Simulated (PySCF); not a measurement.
**1-chloro-2-butyne: runs on many settings**

Aim: see how 1-chloro-2-butyne (`CC#CCCl`) answers to the choice of functional, basis, grid and SCF options, and what happens with inputs that are wrong on purpose.

Computed with PySCF 2.14.0, with density-fitted response routines of our own, on a single molecule, in the gas phase or a continuum. Atoms count from 0, in the outputs and in this text.

1 further run of the same task is left out (set aside as unsound or not needed).

## 1. The molecule as given

10 atoms, charge 0, multiplicity 1; geometry from: GFN2-xTB.

Bonds of the start (Å): C0–C1 1.44, C1–C2 1.20, C2–C3 1.44, C3–Cl4 1.81, C0–H5 1.09, C0–H6 1.09, C0–H7 1.09, C3–H8 1.09, C3–H9 1.09.

## 2. Ultraviolet spectrum: PBE0/def2-SVPD

What the job is given:

```
{"job": {"kind": "uv", "xc": "PBE0", "basis": "def2-SVPD", "nstates": 1, "ntriplets": 0, "tda": false, "max_iter": 2, "scf": {"max_cycle": 75}}, "charge": 0, "multiplicity": 1}
C     -2.062759     0.187304    -0.171712
C     -0.628859     0.018838    -0.213742
C      0.557108    -0.153681    -0.265651
C      1.988420    -0.299592    -0.285889
Cl     2.771064     1.024359     0.663183
H     -2.549253    -0.783103    -0.077187
H     -2.333423     0.804085     0.684649
H     -2.410173     0.672321    -1.083345
H      2.296955    -1.238612     0.175899
H      2.379803    -0.227264    -1.301574
```

Level: TDDFT PBE0/def2-SVPD, vertical, gas phase, core orbitals frozen in the response.

Started as:

```console
> OMP_NUM_THREADS=1 python probes_run.py task.json out
```

This one command runs all jobs of the session in turn.

What it wrote:

```text
final grid: 83440 points
cycle   1  E = -614.9506394447  dE =  5.129e-01  |g| = 3.296e-01  |ddm| = 7.512e+00
cycle   2  E = -614.9516022112  dE = -9.628e-04  |g| = 3.320e-01  |ddm| = 2.261e+00
cycle   3  E = -614.9790281806  dE = -2.743e-02  |g| = 9.118e-02  |ddm| = 1.097e+00
cycle   4  E = -614.9806393247  dE = -1.611e-03  |g| = 4.596e-02  |ddm| = 1.847e-01
cycle   5  E = -614.9811437708  dE = -5.044e-04  |g| = 9.148e-03  |ddm| = 7.325e-02
cycle   6  E = -614.9811637367  dE = -1.997e-05  |g| = 1.926e-03  |ddm| = 2.961e-02
cycle   7  E = -614.9811647343  dE = -9.976e-07  |g| = 4.231e-04  |ddm| = 8.008e-03
cycle   8  E = -614.9811647841  dE = -4.975e-08  |g| = 9.295e-05  |ddm| = 1.222e-03
cycle   9  E = -614.9811647865  dE = -2.400e-09  |g| = 2.417e-05  |ddm| = 2.603e-04
cycle  10  E = -614.9811647866  dE = -1.561e-10  |g| = 5.277e-06  |ddm| = 7.816e-05
converged SCF energy = -614.9811647866

Static polarisability (au): isotropic 63.798, principal 46.395 53.763 91.236

Singlet excitations
state   eV       nm        f      main configurations
  1   5.6915    217.8   0.00009   H->L 0.96
```

Run time: 28 s. Hardware: 1 thread, shared host.

Why it failed: The SCF converged, but the response equations did not within 2 iterations. Cure: allow more iterations. Numbers from the part that failed are no properties of the molecule.

## 3. NMR shieldings: PBE/pcSseg-1

Same as in step 2 but for these lines:

```diff
@@ -1,2 +1,2 @@
-{"job": {"kind": "uv", "xc": "PBE0", "basis": "def2-SVPD", "nstates": 1, "ntriplets": 0, "tda": false, "max_iter": 2, "scf": {"max_cycle": 75}}, "charge": 0, "multiplicity": 1}
+{"job": {"kind": "nmr", "xc": "PBE", "basis": "pcSseg-1", "pop": true, "scf": {"level_shift": 0.1}}, "charge": 0, "multiplicity": 1}
 C     -2.062759     0.187304    -0.171712
```

With the program's defaults for keys left out, this is: GIAO PBE/pcSseg-1 NMR shielding, non-relativistic, gas phase.

What it wrote:

```text
final grid: 83440 points
cycle   1  E = -615.0916841997  dE =  4.268e-01  |g| = 4.036e-01  |ddm| = 3.312e+00
cycle   2  E = -615.0921584290  dE = -4.742e-04  |g| = 4.252e-01  |ddm| = 1.077e+00
cycle   3  E = -615.1338736842  dE = -4.172e-02  |g| = 1.009e-01  |ddm| = 3.988e-01
cycle   4  E = -615.1361524512  dE = -2.279e-03  |g| = 3.922e-02  |ddm| = 1.256e-01
cycle   5  E = -615.1364710704  dE = -3.186e-04  |g| = 9.188e-03  |ddm| = 2.893e-02
cycle   6  E = -615.1364908885  dE = -1.982e-05  |g| = 1.819e-03  |ddm| = 1.047e-02
cycle   7  E = -615.1364916285  dE = -7.400e-07  |g| = 6.798e-04  |ddm| = 2.461e-03
cycle   8  E = -615.1364917233  dE = -9.487e-08  |g| = 1.521e-04  |ddm| = 6.278e-04
cycle   9  E = -615.1364917290  dE = -5.668e-09  |g| = 3.204e-05  |ddm| = 1.746e-04
cycle  10  E = -615.1364917293  dE = -2.741e-10  |g| = 4.758e-06  |ddm| = 3.716e-05
level shift removed, Fock matrix diagonalised once more
converged SCF energy = -615.1364917293

GIAO shielding tensors (ppm)
atom      isotropic    diamagn.    paramagn.     s11        s22        s33       span
  0 C      177.308     254.158     -76.850    169.009    169.534    193.381     24.373
  1 C       90.755     262.838    -172.082     14.461     18.063    239.742    225.281
  2 C      101.726     262.094    -160.369      8.725     22.395    274.057    265.333
  3 C      141.955     249.310    -107.355    118.202    136.695    170.969     52.767
  4 Cl     765.320    1146.315    -380.995    498.570    703.005   1094.385    595.816
  5 H       29.569      28.817       0.752     24.628     27.836     36.244     11.615
  6 H       29.509      29.238       0.271     24.628     28.095     35.803     11.176
  7 H       29.553      28.396       1.157     24.552     27.927     36.181     11.628
  8 H       27.253      28.338      -1.085     21.116     27.199     33.444     12.327
  9 H       27.256      27.923      -0.667     21.109     27.199     33.460     12.351
```

Wall time 29 s (1 thread, shared host).

The references, computed at this level on geometries of the same kind, shield at (ppm): ¹H TMS 31.64, ¹³C TMS 182.6. Their shielding less the atom's gives the shift. The references are single molecules in the gas phase. Atoms listed in one row are averaged.

```
     atoms                                     environment  σ (ppm)  δ (ppm)
        C1                                   alkyne carbon     90.8     91.9
        C2                                   alkyne carbon    101.7     80.9
        C3                propargylic sp3 CH2 bonded to Cl    142.0     40.7
        C0                       propargylic methyl carbon    177.3      5.3
    H8, H9  hydrogen on a propargylic sp3 CH2 bonded to Cl    27.25     4.39
H5, H6, H7         hydrogen on a propargylic methyl carbon    29.54     2.10
       Cl4                            chlorine bonded to C      765        –
```

Charges from the same density, by scheme (e):

```
atoms  Mulliken    IAO  Hirshfeld  ESP fit
   C0     -0.15  -0.44      -0.08    -0.51
   C1     -0.19  -0.02      -0.04     0.05
   C2     -0.08  -0.08      -0.08    -0.06
   C3     -0.20  -0.25      -0.01    -0.36
  Cl4     -0.14  -0.10      -0.09    -0.11
```

Mayer bond orders: C0–C1 1.26, C1–C2 2.50, C2–C3 1.15, C3–Cl4 1.03.

Orbitals, density, ELF and potential are computed afterwards from the orbital file.

Frontier orbitals at PBE/pcSseg-1, with the share of their density that lies nearest to each atom:

```
orbital  energy (eV)                                    lies on
   HOMO        -6.39            C1, C2 about 35 % each; Cl4 8 %
   LUMO        -1.12  Cl4 33 %; C1, C3 about 20 % each; C2 11 %
```

ELF in a plane through or near 5 of the atoms.

Ten even steps from ' ' (0.00) to '@' (0.99):
```
                                                        
                                                        
            ....::::..                                  
        ..--==++**++==..                                
    ..--++####%%%%%%**..              ..::              
    ::**%%##....%%@@**              ==%%@@%%==          
  ..==##@@==++##==%%--    ::--::    ##@@@@@@%%..        
  ..--##%%%%==--****  ..==****++--::%%@@@@@@##..        
    ::==******%%%%++==****%%%%****##**##%%**--          
      ......--++  ..%%++::++++++::@@::**--==::          
          ..--==##**@@--@@::++%%..@@::======::          
          ..==**::::##**--##%%++**##++**%%**--          
          ..::++++----++**####**++::==##%%##==          
              ......  ::==++++==::  ..==**++::          
                        ..--::..        ....            
                                                        
                                                        
                                                        
                                                        
                                                        
```
The map spans 10.6 Å across and 8.2 Å up, centred on the molecule. Atoms in the plane (x, y in Å): C0 (2.1, 0.0), C1 (0.6, 0.0), C2 (-0.6, -0.1), C3 (-2.0, -0.2), Cl4 (-2.7, 1.5).

log10 of the density (e/Å³) in the same plane.

Ten even steps from '0' (-4.0) to '9' (2.0):
```
0000001110000000000000000000
0001122222100000000000000000
0012333333221000000000000000
0123445554332100011111000000
0234566665433222222332210000
1234567766543333334443321000
1335678976544444445554431000
1234667766555555556665432100
1234566666666666666765532100
0123455677677778778975532100
0123345698779779777865532100
0012345676667766666665532100
0002345566555655555555432100
0001234444444444444444321000
0001123333333333333333211000
0000112222222222222221100000
0000000111111111000000000000
0000000000000000000000000000
0000000000000000000000000000
0000000000000000000000000000
```
The map spans 10.6 Å across and 8.2 Å up, centred on the molecule. Atoms in the plane (x, y in Å): C0 (2.1, 0.0), C1 (0.6, 0.0), C2 (-0.6, -0.1), C3 (-2.0, -0.2), Cl4 (-2.7, 1.5).

On the surface of density 0.002 e/bohr³ the electrostatic potential runs, from the 1st to the 99th percentile, from -0.90 V near Cl4 to 1.03 V near H8.

## 4. Shielding tensors: revPBE/cc-pVDZ in acetonitrile

Same as in step 3 but for these lines:

```diff
@@ -1,2 +1,2 @@
-{"job": {"kind": "nmr", "xc": "PBE", "basis": "pcSseg-1", "pop": true, "scf": {"level_shift": 0.1}}, "charge": 0, "multiplicity": 1}
+{"job": {"kind": "nmr", "xc": "revPBE", "basis": "cc-pVDZ", "solvent": "acetonitrile", "pop": true, "grid": 3}, "charge": 0, "multiplicity": 1}
 C     -2.062759     0.187304    -0.171712
```

Level: GIAO revPBE/cc-pVDZ NMR shielding, non-relativistic, IEF-PCM acetonitrile.

What it wrote:

```text
coarse grid: 9072 points
cycle   1  E = -615.3892927404  dE =  4.622e-01  |g| = 4.055e-01  |ddm| = 6.642e+00
cycle   2  E = -615.3778931000  dE =  1.140e-02  |g| = 4.557e-01  |ddm| = 1.962e+00
cycle   3  E = -615.4330196815  dE = -5.513e-02  |g| = 1.455e-01  |ddm| = 1.052e+00
cycle   4  E = -615.4379321929  dE = -4.913e-03  |g| = 5.210e-02  |ddm| = 2.533e-01
cycle   5  E = -615.4385998803  dE = -6.677e-04  |g| = 8.363e-03  |ddm| = 9.051e-02
cycle   6  E = -615.4386154958  dE = -1.562e-05  |g| = 2.667e-03  |ddm| = 2.031e-02
cycle   7  E = -615.4386171786  dE = -1.683e-06  |g| = 7.571e-04  |ddm| = 6.035e-03
final grid: 124392 points
cycle   8  E = -615.4573209305  dE = -1.614e-05  |g| = 1.100e-02  |ddm| = 9.742e-02
cycle   9  E = -615.4572925055  dE =  2.842e-05  |g| = 1.516e-02  |ddm| = 5.385e-02
cycle  10  E = -615.4573533075  dE = -6.080e-05  |g| = 1.700e-03  |ddm| = 3.004e-02
cycle  11  E = -615.4573541065  dE = -7.989e-07  |g| = 1.996e-04  |ddm| = 4.132e-03
cycle  12  E = -615.4573541149  dE = -8.468e-09  |g| = 8.803e-05  |ddm| = 4.528e-04
cycle  13  E = -615.4573541161  dE = -1.203e-09  |g| = 5.790e-05  |ddm| = 1.898e-04
cycle  14  E = -615.4573541170  dE = -8.283e-10  |g| = 7.230e-06  |ddm| = 8.142e-05
converged SCF energy = -615.4573541170

GIAO shielding tensors (ppm)
atom      isotropic    diamagn.    paramagn.     s11        s22        s33       span
  0 C      190.422     257.030     -66.608    182.685    183.437    205.143     22.458
  1 C      109.279     259.813    -150.534     39.204     44.388    244.245    205.042
  2 C      122.096     259.973    -137.877     40.693     50.816    274.780    234.087
  3 C      155.253     252.129     -96.876    129.394    149.127    187.237     57.844
  4 Cl     823.664    1146.747    -323.083    597.469    769.650   1103.875    506.406
  5 H       29.697      29.398       0.299     24.924     27.976     36.191     11.267
  6 H       29.693      30.179      -0.485     24.976     28.290     35.814     10.838
  7 H       29.711      28.861       0.850     24.895     28.086     36.153     11.258
  8 H       27.252      29.117      -1.865     21.294     27.083     33.377     12.083
  9 H       27.253      28.480      -1.227     21.286     27.085     33.389     12.102
```

Wall time 22 s (1 thread, shared host).

Key values: σ C1 109.3, C2 122.1, C3 155.3, C0 190.4, H8 27.25, H5 29.70 ppm (means over like atoms).

## 5. Excited states and response: HF/cc-pVTZ

Same as in step 4 but for these lines:

```diff
@@ -1,2 +1,2 @@
-{"job": {"kind": "nmr", "xc": "revPBE", "basis": "cc-pVDZ", "solvent": "acetonitrile", "pop": true, "grid": 3}, "charge": 0, "multiplicity": 1}
+{"job": {"kind": "uv", "xc": "HF", "basis": "cc-pVTZ", "nstates": 3, "ntriplets": 5, "tda": false}, "charge": 0, "multiplicity": 1}
 C     -2.062759     0.187304    -0.171712
```

Level: TDDFT HF/cc-pVTZ, vertical, gas phase, core orbitals frozen in the response.

What it wrote:

```text
final grid: 83440 points
cycle   1  E = -613.8122177507  dE =  9.886e-01  |g| = 4.927e-01  |ddm| = 5.576e+00
cycle   2  E = -613.8793808260  dE = -6.716e-02  |g| = 2.506e-01  |ddm| = 1.556e+00
cycle   3  E = -613.8940080791  dE = -1.463e-02  |g| = 6.284e-02  |ddm| = 4.513e-01
cycle   4  E = -613.8953301477  dE = -1.322e-03  |g| = 2.990e-02  |ddm| = 2.555e-01
cycle   5  E = -613.8955700196  dE = -2.399e-04  |g| = 5.443e-03  |ddm| = 6.094e-02
cycle   6  E = -613.8955876538  dE = -1.763e-05  |g| = 1.617e-03  |ddm| = 3.965e-02
cycle   7  E = -613.8955898541  dE = -2.200e-06  |g| = 6.336e-04  |ddm| = 1.321e-02
cycle   8  E = -613.8955902357  dE = -3.816e-07  |g| = 2.289e-04  |ddm| = 4.624e-03
cycle   9  E = -613.8955903084  dE = -7.269e-08  |g| = 1.019e-04  |ddm| = 1.098e-03
cycle  10  E = -613.8955903268  dE = -1.835e-08  |g| = 4.032e-05  |ddm| = 5.112e-04
cycle  11  E = -613.8955903297  dE = -2.944e-09  |g| = 9.844e-06  |ddm| = 2.380e-04
cycle  12  E = -613.8955903298  dE = -1.274e-10  |g| = 2.273e-06  |ddm| = 5.954e-05
converged SCF energy = -613.8955903298

Static polarisability (au): isotropic 55.236, principal 38.267 47.827 79.612

Singlet excitations
state   eV       nm        f      main configurations
  1   6.0132    206.2   0.00022   H-1->L+2 0.30, H-1->L 0.20, H-1->L+1 0.19
  2   6.5859    188.3   0.02140   H-1->L+3 0.22, H->L+2 0.20, H->L 0.15
  3   6.7593    183.4   0.00076   H->L+3 0.49, H->L+6 0.30

Triplet excitations (Tamm-Dancoff, eV): 4.7479 5.6033 5.6801 6.5591 6.9563
```

It took 17 s on 1 thread, shared host.

The orbitals next to the gap, with their largest atomic shares:

```
orbital      eV                       atoms
 HOMO−3  -12.10            Cl4 85 %, C3 8 %
 HOMO−2  -11.98            Cl4 86 %, C3 6 %
 HOMO−1  -10.34    C2 39 %, C1 39 %, C3 6 %
   HOMO  -10.32  C2 40 %, C1 37 %, Cl4 10 %
   LUMO    3.66  H8 16 %, H9 15 %, Cl4 14 %
 LUMO+1    3.94   H6 27 %, H7 18 %, H5 14 %
 LUMO+2    4.22   H9 26 %, H8 26 %, C3 12 %
```

With each of the 3 states as a Gaussian band of 0.4 eV half-width at 1/e, the curve within the window shown has maxima at 189 nm (ε 890) L/(mol cm). Beyond the last state computed it falls off for lack of states. The curve at chosen wavelengths:

| nm | ε (L/mol/cm) |
| --- | --- |
| 176 | 231 |
| 178 | 351 |
| 180 | 491 |
| 182 | 634 |
| 184 | 761 |
| 187 | 878 |
| 189 | 892 |
| 191 | 853 |
| 193 | 772 |
| 195 | 664 |
| 197 | 544 |
| 199 | 426 |
| 201 | 320 |
| 204 | 195 |
| 206 | 135 |
| 208 | 91 |
| 210 | 60 |
| 212 | 40 |
| 214 | 26 |
| 216 | 17 |
| 218 | 11 |
| 221 | 6 |
| 223 | 4 |
| 225 | 3 |
| 227 | 2 |
| 229 | 1 |

Ground-state properties from the same run:

```
           property  computed
  dipole moment (D)      2.36
polarisability (Å³)      8.19
 HOMO–LUMO gap (eV)     13.99
      −ε(HOMO) (eV)     10.32
```

## 6. Comparing the runs: NMR shifts

Isotropic shieldings (ppm), means over like atoms, with basis size and wall time:

```
                           run     C1     C2     C3     C0     H8     H5  Cl4  functions  time
                  PBE/pcSseg-1   90.8  101.7  142.0  177.3  27.25  29.54  765        117  29 s
revPBE/cc-pVDZ in acetonitrile  109.3  122.1  155.3  190.4  27.25  29.70  824         99  22 s
```

## 7. Outcome

| quantity | value |
| --- | --- |
| ¹³C shifts against TMS (PBE/pcSseg-1) | 91.9, 80.9, 40.7, 5.3 ppm |
| ¹H shifts against TMS (PBE/pcSseg-1, means over atoms taken as alike) | 4.39, 2.10 ppm |
| shieldings of Cl (PBE/pcSseg-1) | Cl4 765.3 ppm |
| surface potential, 1st and 99th percentile | -0.90 V and 1.03 V |
| lowest singlet (HF/cc-pVTZ) | 6.01 eV (206 nm), f = 0.000 |
| brightest single state of those computed | state 2, 6.59 eV, f = 0.021 |
| lowest triplet | 4.75 eV |
| range of the shielding of Cl4 | 765 to 824 ppm |
| property runs in this session | 4, of which 1 failed and 0 gave unsound results |

In words: Single values in the summary come from the first run of each kind that ended normally (HF/cc-pVTZ; PBE/pcSseg-1), which need not be the best level. H8, H9 (mean) (hydrogen on a propargylic sp3 CH2 bonded to Cl) lies farthest downfield among hydrogen, at 4.39 ppm; its carbon carries Cl, which withdraws density. At PBE/pcSseg-1: The largest span, 596 ppm, is at Cl4, where the paramagnetic term is -381 ppm. At PBE/pcSseg-1, counted by nearest atom on the grid, the HOMO lies on C1, C2 about 35 % each; Cl4 8 %, the LUMO on Cl4 33 %; C1, C3 about 20 % each. The first singlet state (HOMO−1→LUMO+2 0.30, HOMO−1→LUMO 0.20) lies at 6.01 eV and is dark; of the 3 states computed, the strongest absorption comes from state 2 at 6.59 eV. The lowest triplet lies 1.27 eV below the lowest singlet (triplets in Tamm-Dancoff, singlets in full TDDFT). The basis of HF/cc-pVTZ has no diffuse functions, so Rydberg states are missing and the high states are unreliable. Across the 2 runs the shielding of Cl4 moves most, between 765 (PBE/pcSseg-1) and 824 ppm (revPBE/cc-pVDZ in acetonitrile).
